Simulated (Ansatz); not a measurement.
Reactions of C2H3NO (`N=C1CO1`).

Isolated molecules relaxed with PBE0-D4/def2-TZVP in Ansatz; ΔE leaves out vibrations. CCSD(T)/CBS adds triple-zeta CCSD(T) − MP2 to the extrapolated MP2 energy (def2 sets, frozen cores). This one scheme is used for every species, atoms too. DFT in def2-TZVPP. No spin–orbit coupling; open shells (•) take unrestricted orbitals. Spin–orbit coupling would lower the free atoms: a little for C, O. Each species was taken in one conformer, which may not be the lowest.

```
                         reaction  PBE-D4 (kJ/mol)  B2PLYP (kJ/mol)  CCSD(T)/def2-SVP (kJ/mol)  r2SCAN-D4 (kJ/mol)
             `N=C1CO1` → `C=CN=O`              114              109                         95                 122
            `N=C1CO1` → `C1=NCO1`               -5              -12                        -22                  -4
             `N=C1CO1` → `N=CC=O`              -56              -78                        -98                 -59
             `N=C1CO1` → `N=C=CO`               10                3                         12                  11
            `N=C1CO1` → `OC1=NC1`               20               15                          5                  21
`N=C1CO1` → 2 C• + 3 H• + N• + O•             3005             2830                       2674                2868
             `N=C1CO1` → `C=NC=O`              -72              -90                       -104                 -74
            `N=C1CO1` → `OC1=CN1`              177              180                        183                 184
```

Problem. Give the CCSD(T)/CBS values in the same order. (Estimate.)

Solution. Computed: 108, -20, -80, 5, 12, 2840, -87, 171 kJ/mol.

Largest T1 diagnostic: 0.016, for `C=NC=O`.
